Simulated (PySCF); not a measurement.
Compound: propylene oxide, C3H6O.
Atom-mapped SMILES: `[CH3:1][C@@H:2]1[CH2:3][O:4]1` (hydrogens: H5, H6, H7 on C1; H8 on C2; H9, H10 on C3)

The same species was optimised twice, with GFN2-xTB and with PBE0-D3(BJ)/def2-SVP (PySCF), and the same property calculations (PySCF, gas phase) were run on both structures.

```
  coordinate  GFN2-xTB  PBE0-D3(BJ)/def2-SVP  change
   C2–O4 (Å)     1.398                 1.412  +0.014
   C3–H9 (Å)     1.084                 1.098  +0.014
  C3–H10 (Å)     1.084                 1.098  +0.014
   C1–H7 (Å)     1.087                 1.101  +0.014
   C1–H6 (Å)     1.088                 1.101  +0.013
   C1–H5 (Å)     1.087                 1.100  +0.013
   C2–H8 (Å)     1.089                 1.101  +0.012
   C3–O4 (Å)     1.399                 1.410  +0.011
   C1–C2 (Å)     1.507                 1.499  -0.008
   C2–C3 (Å)     1.464                 1.464   0.000
C1–C2–O4 (°)     118.2                 116.9    -1.3
C1–C2–C3 (°)     121.4                 122.4    +1.0
C2–C1–H6 (°)     109.8                 110.8    +1.0
H6–C1–H7 (°)     108.8                 107.9    -0.9
C2–O4–C3 (°)      63.1                  62.5    -0.6
H5–C1–H6 (°)     109.3                 108.7    -0.6
H5–C1–H7 (°)     108.6                 108.0    -0.6
C2–C1–H7 (°)     110.1                 110.6    +0.5
```

Rotational constants: A = 18715, B = 6706, C = 6015 MHz (GFN2-xTB) against A = 18473, B = 6691, C = 5995 MHz (PBE0-D3(BJ)/def2-SVP). Point groups within 0.08 Å: C1 and C1.

On the GFN2-xTB structure: lowest singlet, TDDFT (eV) 7.32 [B3LYP/def2-SVPD]; lowest triplet, Tamm–Dancoff (eV) 7.21 [B3LYP/def2-SVPD]; isotropic polarisability (au) 40.0 [B3LYP/def2-SVPD]; HOMO (eV) -7.63 [B3LYP/def2-SVPD]; LUMO (eV) 0.62 [B3LYP/def2-SVPD]; dipole (D) 1.93 [B3LYP/def2-SVPD]; HOMO (eV) -7.73 [PBE0/pcSseg-1]; LUMO (eV) 1.78 [PBE0/pcSseg-1]; dipole (D) 1.96 [PBE0/pcSseg-1]; GIAO shielding of C1 (ppm) 166.1 [PBE0/pcSseg-1]; GIAO shielding of C2 (ppm) 140.9 [PBE0/pcSseg-1]; GIAO shielding of C3 (ppm) 142.3 [PBE0/pcSseg-1]; GIAO shielding of O4 (ppm) 318.3 [PBE0/pcSseg-1]; C1s of C1 (eV) 290.92 [delta-SCF UKS SCAN, pcX-2 on the ionised atom, pcseg-1 elsewhere, spin-free X2C]; C1s of C2 (eV) 292.26 [delta-SCF UKS SCAN, pcX-2 on the ionised atom, pcseg-1 elsewhere, spin-free X2C]; C1s of C3 (eV) 292.09 [delta-SCF UKS SCAN, pcX-2 on the ionised atom, pcseg-1 elsewhere, spin-free X2C]; O1s of O4 (eV) 538.48 [delta-SCF UKS SCAN, pcX-2 on the ionised atom, pcseg-1 elsewhere, spin-free X2C].

Task: What do these properties become on the PBE0-D3(BJ)/def2-SVP structure?

Result: 
```json
{"property": "lowest singlet, TDDFT (eV)", "level": "B3LYP/def2-SVPD", "on GFN2-xTB": "7.32", "on PBE0-D3(BJ)/def2-SVP": "7.30", "change": "-0.02"}
{"property": "lowest triplet, Tamm–Dancoff (eV)", "level": "B3LYP/def2-SVPD", "on GFN2-xTB": "7.21", "on PBE0-D3(BJ)/def2-SVP": "7.18", "change": "-0.03"}
{"property": "isotropic polarisability (au)", "level": "B3LYP/def2-SVPD", "on GFN2-xTB": "40.0", "on PBE0-D3(BJ)/def2-SVP": "40.7", "change": "+0.7"}
{"property": "HOMO (eV)", "level": "B3LYP/def2-SVPD", "on GFN2-xTB": "-7.63", "on PBE0-D3(BJ)/def2-SVP": "-7.63", "change": "0.00"}
{"property": "LUMO (eV)", "level": "B3LYP/def2-SVPD", "on GFN2-xTB": "0.62", "on PBE0-D3(BJ)/def2-SVP": "0.60", "change": "-0.02"}
{"property": "dipole (D)", "level": "B3LYP/def2-SVPD", "on GFN2-xTB": "1.93", "on PBE0-D3(BJ)/def2-SVP": "1.96", "change": "+0.03"}
{"property": "energy, GFN2-xTB geometry as zero (kcal/mol)", "level": "B3LYP/def2-SVPD", "on GFN2-xTB": "0.0", "on PBE0-D3(BJ)/def2-SVP": "-0.8", "change": "-0.8"}
{"property": "HOMO (eV)", "level": "PBE0/pcSseg-1", "on GFN2-xTB": "-7.73", "on PBE0-D3(BJ)/def2-SVP": "-7.73", "change": "0.00"}
{"property": "LUMO (eV)", "level": "PBE0/pcSseg-1", "on GFN2-xTB": "1.78", "on PBE0-D3(BJ)/def2-SVP": "1.73", "change": "-0.05"}
{"property": "dipole (D)", "level": "PBE0/pcSseg-1", "on GFN2-xTB": "1.96", "on PBE0-D3(BJ)/def2-SVP": "2.00", "change": "+0.04"}
{"property": "energy, GFN2-xTB geometry as zero (kcal/mol)", "level": "PBE0/pcSseg-1", "on GFN2-xTB": "0.0", "on PBE0-D3(BJ)/def2-SVP": "-0.5", "change": "-0.5"}
{"property": "GIAO shielding of C1 (ppm)", "level": "PBE0/pcSseg-1", "on GFN2-xTB": "166.1", "on PBE0-D3(BJ)/def2-SVP": "164.3", "change": "-1.8"}
{"property": "GIAO shielding of C2 (ppm)", "level": "PBE0/pcSseg-1", "on GFN2-xTB": "140.9", "on PBE0-D3(BJ)/def2-SVP": "138.7", "change": "-2.2"}
{"property": "GIAO shielding of C3 (ppm)", "level": "PBE0/pcSseg-1", "on GFN2-xTB": "142.3", "on PBE0-D3(BJ)/def2-SVP": "138.0", "change": "-4.3"}
{"property": "GIAO shielding of O4 (ppm)", "level": "PBE0/pcSseg-1", "on GFN2-xTB": "318.3", "on PBE0-D3(BJ)/def2-SVP": "314.2", "change": "-4.1"}
{"property": "C1s of C1 (eV)", "level": "delta-SCF UKS SCAN, pcX-2 on the ionised atom, pcseg-1 elsewhere, spin-free X2C", "on GFN2-xTB": "290.92", "on PBE0-D3(BJ)/def2-SVP": "291.01", "change": "+0.09"}
{"property": "C1s of C2 (eV)", "level": "delta-SCF UKS SCAN, pcX-2 on the ionised atom, pcseg-1 elsewhere, spin-free X2C", "on GFN2-xTB": "292.26", "on PBE0-D3(BJ)/def2-SVP": "292.30", "change": "+0.04"}
{"property": "C1s of C3 (eV)", "level": "delta-SCF UKS SCAN, pcX-2 on the ionised atom, pcseg-1 elsewhere, spin-free X2C", "on GFN2-xTB": "292.09", "on PBE0-D3(BJ)/def2-SVP": "292.17", "change": "+0.08"}
{"property": "O1s of O4 (eV)", "level": "delta-SCF UKS SCAN, pcX-2 on the ionised atom, pcseg-1 elsewhere, spin-free X2C", "on GFN2-xTB": "538.48", "on PBE0-D3(BJ)/def2-SVP": "538.41", "change": "-0.07"}
```

The heavy atoms differ by 0.013 Å rms after alignment. Among all bonds C1–H5, C1–H6, C1–H7, C2–O4, C3–H9 and C3–H10 change most and about equally (+0.013 to +0.014 Å). Changes are differences of the printed values. Neither structure is proved a minimum here.
